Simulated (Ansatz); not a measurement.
Geometry optimisation, Ansatz 0.2.0, RHF/def2-SVP.

Input file:

```yaml
crystal:
  periodic: [false, false, false]
  atoms:
    - { symbol: C, position_ang: [-1.01, -0.5797, 0.4758] }
    - { symbol: C, position_ang: [0.141, 0.0708, -0.195] }
    - { symbol: "N", position_ang: [1.359, -0.2473, 0.291] }
    - { symbol: C, position_ang: [0.14, 0.8701, -1.2367] }
    - { symbol: S, position_ang: [-0.0277, 1.9518, -2.6713] }
    - { symbol: H, position_ang: [-1.1498, -0.1603, 1.4932] }
    - { symbol: H, position_ang: [-0.9459, -1.624, 0.4878] }
    - { symbol: H, position_ang: [-1.944, -0.2624, -0.0722] }
    - { symbol: H, position_ang: [2.1263, 0.4416, 0.1194] }
    - { symbol: H, position_ang: [1.3942, -0.5119, 1.3109] }
basis:
  gaussian: { orbitals: def2-SVP }
hamiltonian:
  xc: hf
relax:
  f_tol: 0.015
  max_steps: 40
```

Command:

```bash
$ ansatz run input.yaml --threads 1 --pin off --max-ram 2048MiB --backend cpu --events-out ev --progress --plain --runs-dir out
```

Problem. Where does it end, and by what steps?

Solution. It converged. After 9 steps the energy has fallen by 1.452 eV; H10 moved furthest, 0.39 Å.

```
step  energy less start (eV)  largest force component (eV/Å)  accepted
   0                  0.0000                           5.029       yes
   1                 -1.1829                           2.939       yes
   2                 -1.2650                           3.861       yes
   3                 -1.4300                           0.716       yes
   4                 -1.3727                           2.008        no
   5                 -1.4486                           0.256       yes
   6                 -1.4508                           0.111       yes
   7                 -1.4514                           0.104       yes
   8                 -1.4523                           0.055       yes
   9                 -1.4524                           0.009       yes
```

```xyz
10
Properties=species:S:1:pos:R:3
C -1.053 -0.542 0.412
C 0.169 0.104 -0.185
N 1.400 -0.274 0.385
C 0.071 0.910 -1.211
S -0.045 1.832 -2.470
H -1.142 -0.274 1.469
H -0.959 -1.627 0.347
H -1.963 -0.231 -0.095
H 2.191 0.182 -0.029
H 1.415 -0.131 1.379
```

Whether the end is a true minimum wasn't checked by a vibrational analysis.

The run took 25 s on 1 thread of Arm Neoverse V1, on a shared host, peak memory 0.19 GiB.
